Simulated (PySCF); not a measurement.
# Rotational lines of MgCl⁺

Lines J+1 ← J of the vibrational ground state, computed from RHF-CCSD(T) constants of MgCl⁺, ¹Σ⁺ (singlet), closed shell (basis Mg 6-311G(d,p), Cl 6-311G(d,p); no relativity; PySCF 2.14; masses 23.9850 and 34.9689 u), in MHz:

| J | ν (MHz) |
| --- | --- |
| 0 | 15562.5 |
| 1 | 31124.8 |
| 2 | 46686.8 |
| 3 | 62248.3 |
| 4 | 77809.2 |

(1) Find B0 and the effective bond length r0; with αe = 0.00143 cm⁻¹, find Re.

Correlated steps freeze 6 core orbitals. For an ion De counts to the pair picked by the measured ionisation energies or electron affinities, which need not be the lowest pair at this level. Where the molecule has an RHF reference, its open-shell atoms are computed with UHF.

Answers

(1) ν = 2B0(J+1) − 4D(J+1)³ gives B0 = 0.25955 cm⁻¹. With the reduced mass μred = 14.227 u, r0 = √(16.8576/(μred·B0)) (u, cm⁻¹, Å) = 2.1366 Å. Be = B0 + αe/2 = 0.26027 cm⁻¹ gives Re = 2.134 Å.
